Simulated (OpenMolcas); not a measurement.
# P₂⁺ at 1.990 Å: OpenMolcas input and output

Input (each module block was a call of its own in one work directory; start orbitals came from a preliminary run):

```
&GATEWAY
Coord
2
angstrom
P 0.0 0.0 0.0
P 0.0 0.0 1.9900
Basis=ANO-RCC-VTZP
Group=XY
RX2C
AMFI
ANGMom
0.0 0.0 0.0
RICD
&SEWARD
&GUESSORB
* RASSCF and CASPT2 blocks for each multiplicity and irrep, as for the first:
&RASSCF
FileOrb=$CurrDir/o22.orb
Symmetry=2
Spin=2
nActEl=9 0 0
Inactive=6 4
RAS2=4 4
CIRoot=8 8 1
Linear
Iterations=120 100
OrbListing=Nothing
PRWF=0.15
>>COPY $Project.RasOrb $CurrDir/o22.orb
>>COPY $Project.rasscf.h5 $CurrDir/r22.h5
&CASPT2
XMultistate=all
Imaginary=0.2
IPEA=0.25
MaxIter=40
>>COPY $Project.JobMix JOB001
&RASSI
Nr of JobIphs=5 8 7 5 2 1
1 2 3 4 5 6 7 8
1 2 3 4 5 6 7
1 2 3 4 5
1 2
1
SpinOrbit
EJob
Omega
MEES
MESO
Properties=4
'AngMom' 3 'Mltpl  1' 1 'Mltpl  1' 2 'Mltpl  1' 3
Thrs=1.0d-4
>>COPY $Project.rassi.h5 $CurrDir/so.h5
```

```bash
pymolcas m.inp
```

C2 symmetry about the axis (a holds Σ, Δ, Γ; b holds Π, Φ, H; Σ⁺ and Σ⁻ are not told apart); roots by multiplicity and irrep: 2b 8, 2a 7, 4a 5, 4b 2, 6a 1.

RASSI part of the output, in excerpt:

```
SPIN-FREE ENERGIES:
  (Shifted by EMIN (a.u.) =       -683.0355449864)
 SF State       Relative EMIN(au)   Rel lowest level(eV)    D:o, cm**(-1)      Abs_M
     1             0.0000000000        0.0000000000              0.0000         1.0
     2             0.0000000000        0.0000000000              0.0000         1.0
     9             0.0091630282        0.2493386997           2011.0522         0.0
    16             0.0841488995        2.2898082054          18468.5487         0.0
    21             0.0944013285        2.5687910124          20718.6968         1.0
    22             0.0944013285        2.5687910124          20718.6968         1.0
    17             0.1128685014        3.0713083858          24771.7727         2.0
    18             0.1129038745        3.0722709381          24779.5362         2.0
    10             0.1147831092        3.1234075188          25191.9806         0.0
     3             0.1169126981        3.1813565859          25659.3713         1.0
     4             0.1169126981        3.1813565859          25659.3713         1.0
    19             0.1369086237        3.7254734402          30047.9697         0.0
     5             0.1429512323        3.8899011956          31374.1690         3.0
     6             0.1429512323        3.8899011956          31374.1690         3.0
    11             0.1533382817        4.1725472101          33653.8629         0.0
    12             0.1574111292        4.2833750365          34547.7496         2.0
    13             0.1583474697        4.3088541578          34753.2525         2.0
    23             0.1626794500        4.4267333471          35704.0123         0.0
     7             0.1651990325        4.4952946805          36256.9968         1.0
     8             0.1651990334        4.4952947057          36256.9970         1.0
    14             0.1689049609        4.5961381290          37070.3540         2.0
    15             0.1691184617        4.6019477818          37117.2120         2.0
    20             0.2063865735        5.6160647667          45296.6171         0.0
++ Dipole transition strengths (spin-free states):
     for osc. strength at least  1.00000000E-05
      From   To        Osc. strength     Einstein coefficients Ax, Ay, Az (sec-1)    Total A (sec-1)
         1    9       4.99771280E-04  1.34820425E+03  1.40706218E-02  0.00000000E+00  1.34821832E+03
         1    4       5.63449355E-03  0.00000000E+00  0.00000000E+00  2.47450956E+06  2.47450956E+06
         1    8       3.03870494E-03  0.00000000E+00  0.00000000E+00  2.66449199E+06  2.66449199E+06
         2    9       4.99771283E-04  1.40706217E-02  1.34820426E+03  0.00000000E+00  1.34821833E+03
         2    3       5.63449392E-03  0.00000000E+00  0.00000000E+00  2.47450972E+06  2.47450972E+06
         2    7       3.03870487E-03  0.00000000E+00  0.00000000E+00  2.66449190E+06  2.66449190E+06
         9   10       9.76452573E-03  0.00000000E+00  0.00000000E+00  3.49989511E+06  3.49989511E+06
        16   21       3.20382598E-04  1.52629779E-03  1.08201364E+03  0.00000000E+00  1.08201516E+03
        16   22       3.20382597E-04  1.08201363E+03  1.52629742E-03  0.00000000E+00  1.08201516E+03
        16   20       3.72715092E-02  0.00000000E+00  0.00000000E+00  1.78936120E+07  1.78936120E+07
        21   17       1.00894225E-03  3.00383394E+03  8.05165670E+03  0.00000000E+00  1.10554906E+04
        21   18       1.01087486E-03  8.09801356E+03  3.02112814E+03  0.00000000E+00  1.11191417E+04
        21   19       2.99076537E-03  1.73627916E+05  2.45924669E-01  0.00000000E+00  1.73628162E+05
        22   17       1.00894226E-03  8.05165674E+03  3.00383394E+03  0.00000000E+00  1.10554907E+04
        22   18       1.01087486E-03  3.02112816E+03  8.09801355E+03  0.00000000E+00  1.11191417E+04
        22   19       2.99076537E-03  2.45924662E-01  1.73627916E+05  0.00000000E+00  1.73628162E+05
        10    3       1.28829166E-04  4.04284293E-04  1.87718592E+01  0.00000000E+00  1.87722635E+01
        10    4       1.28829166E-04  1.87718592E+01  4.04284299E-04  0.00000000E+00  1.87722635E+01
        10    7       4.85266017E-05  3.20988782E-01  3.96269854E+03  0.00000000E+00  3.96301952E+03
        10    8       4.85264315E-05  3.96268478E+03  3.20988804E-01  0.00000000E+00  3.96300577E+03
         3   11       2.08681097E-03  8.89605208E+04  1.99002139E+00  0.00000000E+00  8.89625108E+04
         3   12       3.46451851E-04  1.82327627E+04  2.42689117E+01  0.00000000E+00  1.82570316E+04
         3   13       1.65865007E-04  1.71279414E+01  9.13233394E+03  0.00000000E+00  9.14946188E+03
         3   14       1.75261976E-03  1.57706353E+02  1.52063803E+05  0.00000000E+00  1.52221509E+05
         3   15       1.85024225E-03  1.61856082E+05  1.66810430E+02  0.00000000E+00  1.62022893E+05
         4   11       2.08681104E-03  1.99002132E+00  8.89605235E+04  0.00000000E+00  8.89625135E+04
         4   12       3.46451832E-04  2.42689100E+01  1.82327617E+04  0.00000000E+00  1.82570306E+04
         4   13       1.65864997E-04  9.13233339E+03  1.71279402E+01  0.00000000E+00  9.14946133E+03
         4   14       1.75261973E-03  1.52063800E+05  1.57706351E+02  0.00000000E+00  1.52221507E+05
         4   15       1.85024224E-03  1.66810426E+02  1.61856081E+05  0.00000000E+00  1.62022892E+05
         5   12       1.07816436E-03  7.24006831E+03  3.06117877E+00  0.00000000E+00  7.24312949E+03
         5   13       1.03684398E-03  4.82517114E+00  7.89201761E+03  0.00000000E+00  7.89684278E+03
         5   14       3.09540059E-04  3.78894773E+00  6.69547767E+03  0.00000000E+00  6.69926662E+03
         5   15       2.18574460E-04  4.80655769E+03  2.12124941E+00  0.00000000E+00  4.80867893E+03
         6   12       1.07816438E-03  3.06117882E+00  7.24006844E+03  0.00000000E+00  7.24312962E+03
         6   13       1.03684398E-03  7.89201758E+03  4.82517119E+00  0.00000000E+00  7.89684276E+03
         6   14       3.09540067E-04  6.69547784E+03  3.78894770E+00  0.00000000E+00  6.69926679E+03
         6   15       2.18574456E-04  2.12124948E+00  4.80655760E+03  0.00000000E+00  4.80867884E+03
        11    7       2.22907841E-04  1.00745378E+03  8.22598835E-02  0.00000000E+00  1.00753604E+03
        11    8       2.22907934E-04  8.22599101E-02  1.00745435E+03  0.00000000E+00  1.00753661E+03
        12    7       3.98232647E-05  7.73796152E+01  2.25230826E-01  0.00000000E+00  7.76048460E+01
        12    8       3.98233369E-05  2.25231110E-01  7.73797740E+01  0.00000000E+00  7.76050051E+01
        13    7       8.85019695E-05  4.24657935E-02  1.33445805E+02  0.00000000E+00  1.33488271E+02
        13    8       8.85020401E-05  1.33445948E+02  4.24659005E-02  0.00000000E+00  1.33488414E+02
         7   14       1.40994235E-05  2.34457836E-03  6.21931552E+00  0.00000000E+00  6.22166010E+00
         8   14       1.40994194E-05  6.21931061E+00  2.34457780E-03  0.00000000E+00  6.22165519E+00
 Electric-quadrupole - electric-quadrupole not included
 Electric-dipole - electric-octupole not included
 Electric-dipole - magnetic-quadrupole not included
   Eigenvalues of complex Hamiltonian:
  (Shifted by EMIN (a.u.) =       -683.0355449864)
 SO State       Relative EMIN(au)   Rel lowest level(eV)    D:o, cm**(-1)      Omega
     1            -0.0005178721        0.0000000000              0.0000         1.5
     2            -0.0005178721        0.0000000000              0.0000         1.5
     3             0.0004938093        0.0275292544            222.0384         0.5
     4             0.0004938093        0.0275292544            222.0384         0.5
     5             0.0091626080        0.2634192841           2124.6198         0.5
     6             0.0091626080        0.2634192841           2124.6198         0.5
     7             0.0841286481        2.3033491552          18577.7638         1.5
     8             0.0841286481        2.3033491552          18577.7638         1.5
     9             0.0841476404        2.3038659628          18581.9321         0.5
    10             0.0841476404        2.3038659628          18581.9321         0.5
    11             0.0937763945        2.5658777099          20695.1994         0.5
    12             0.0937763945        2.5658777099          20695.1994         0.5
    13             0.0941635131        2.5764117445          20780.1621         0.5
    14             0.0941635131        2.5764117445          20780.1621         0.5
    15             0.0945761497        2.5876401571          20870.7254         1.5
    16             0.0945761497        2.5876401571          20870.7254         1.5
    17             0.0950131974        2.5995328317          20966.6463         2.5
    18             0.0950131974        2.5995328317          20966.6463         2.5
    19             0.1127874010        3.0831935520          24867.6331         0.6
    20             0.1127874010        3.0831935520          24867.6331         0.6
    21             0.1128334019        3.0844452983          24877.7291         1.6
    22             0.1128334019        3.0844452983          24877.7291         1.6
    23             0.1129091091        3.0865053971          24894.3449         2.5
    24             0.1129091091        3.0865053971          24894.3449         2.5
    25             0.1129915287        3.0887481491          24912.4339         3.5
    26             0.1129915287        3.0887481491          24912.4339         3.5
    27             0.1147737606        3.1372451504          25303.5886         0.5
    28             0.1147737606        3.1372451504          25303.5886         0.5
    29             0.1168297859        3.1931924465          25754.8340         1.5
    30             0.1168297859        3.1931924465          25754.8340         1.5
    31             0.1170118244        3.1981459683          25794.7868         0.5
    32             0.1170118244        3.1981459683          25794.7868         0.5
    33             0.1369222790        3.7399370388          30164.6265         0.5
    34             0.1369222790        3.7399370388          30164.6265         0.5
    35             0.1369361645        3.7403148828          30167.6740         1.5
    36             0.1369361645        3.7403148828          30167.6740         1.5
    37             0.1423235117        3.8869120673          31350.0601         2.5
    38             0.1423235117        3.8869120673          31350.0601         2.5
    39             0.1435787793        3.9210696399          31625.5595         3.5
    40             0.1435787793        3.9210696399          31625.5595         3.5
    41             0.1533400741        4.1866880030          33767.9160         0.5
    42             0.1533400741        4.1866880030          33767.9160         0.5
    43             0.1571869123        4.2913658029          34612.1994         1.7
    44             0.1571869123        4.2913658029          34612.1994         1.7
    45             0.1585334252        4.3280062857          34907.7249         2.4
    46             0.1585334252        4.3280062857          34907.7249         2.4
    47             0.1626837722        4.4409429812          35818.6207         0.5
    48             0.1626837722        4.4409429812          35818.6207         0.5
    49             0.1626859823        4.4410031188          35819.1058         1.5
    50             0.1626859823        4.4410031188          35819.1058         1.5
    51             0.1626904312        4.4411241801          35820.0822         2.5
    52             0.1626904312        4.4411241801          35820.0822         2.5
    53             0.1648046173        4.4986541144          36284.0924         0.6
    54             0.1648046173        4.4986541144          36284.0924         0.6
    55             0.1656280441        4.5210606987          36464.8137         1.5
    56             0.1656280441        4.5210606987          36464.8137         1.5
    57             0.1686265734        4.6026548380          37122.9148         2.5
    58             0.1686265734        4.6026548380          37122.9148         2.5
    59             0.1694703548        4.6256152996          37308.1034         1.5
    60             0.1694703548        4.6256152996          37308.1034         1.5
    61             0.2063880614        5.6301972731          45410.6035         1.5
    62             0.2063880614        5.6301972731          45410.6035         1.5
    63             0.2063890934        5.6302253548          45410.8300         0.5
    64             0.2063890934        5.6302253548          45410.8300         0.5
 Weights of the five most important spin-orbit-free states for each spin-orbit state.
 SO State  Total energy (au)           Spin-free states, spin, and weights
    1        -0.000518       2 0.5  0.4999    1 0.5  0.4999   16 1.5  0.0001   19 1.5  0.0000   17 1.5  0.0000
    2        -0.000518       2 0.5  0.4999    1 0.5  0.4999   16 1.5  0.0001   19 1.5  0.0000   17 1.5  0.0000
    3         0.000494       2 0.5  0.4999    1 0.5  0.4999   17 1.5  0.0000   18 1.5  0.0000   16 1.5  0.0000
    4         0.000494       2 0.5  0.4999    1 0.5  0.4999   17 1.5  0.0000   18 1.5  0.0000   16 1.5  0.0000
    5         0.009163       9 0.5  1.0000    7 0.5  0.0000    8 0.5  0.0000    4 0.5  0.0000    3 0.5  0.0000
    6         0.009163       9 0.5  1.0000    7 0.5  0.0000    8 0.5  0.0000    4 0.5  0.0000    3 0.5  0.0000
    7         0.084129      16 1.5  0.9995   19 1.5  0.0005    1 0.5  0.0000    2 0.5  0.0000   17 1.5  0.0000
    8         0.084129      16 1.5  0.9995   19 1.5  0.0005    1 0.5  0.0000    2 0.5  0.0000   17 1.5  0.0000
    9         0.084148      16 1.5  0.9999   19 1.5  0.0001    1 0.5  0.0000    2 0.5  0.0000   11 0.5  0.0000
   10         0.084148      16 1.5  0.9999   19 1.5  0.0001    1 0.5  0.0000    2 0.5  0.0000   11 0.5  0.0000
   11         0.093776      21 1.5  0.5000   22 1.5  0.5000   23 2.5  0.0000   20 1.5
...
```

g and u states are not told apart. Only roots inside an energy window near the equilibrium distance were included, so the list of states is not complete; labels number the states computed. Each spin and symmetry block has orbitals of its own, averaged over its own roots, so gaps between blocks are less sure than gaps within one and near the minimum can be off by tenths of an eV, in bad cases by more. No Rydberg orbitals are active, so Rydberg states, and σ→σ* states whose orbital the CASSCF left unused, can be missing between those listed. CASPT2 splits the two components of degenerate states numerically, here by up to 206 cm⁻¹. No roots were computed in block 6b (none fell in the window or the block failed), so states of that kind are missing and can lie low or lowest.
